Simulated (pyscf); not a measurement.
A first-order saddle from PySCF, ωB97X-D3(BJ)/def2-SVP:

```
Al
H 1 1.7181
Cl 2 1.6196 1 94.43
Cl 1 2.1018 2 149.61 3 -0.03
```

Surface: singlet, charge 0. Lowest wavenumbers (cm⁻¹): 1242i, 113, 321, 385, 547.

Q: Name the species on either side of this saddle.

A: Cl–AlH–Cl ⇌ hydrogen chloride (HCl) + Al–Cl [singlet], a 1,1-elimination read from left to right: Al–Cl, Al–H broken and Cl–H formed. At CCSD(T)/def2-TZVPP + ΔMP2(QZVPP) it lies +3.14 eV from the left side and +0.91 eV from the right (each side as separated species at their lowest minima found). One saddle was located; it need not be the lowest between these sides. The CCSD(T) − MP2 part came from Ansatz, without density fitting, on the same reference.
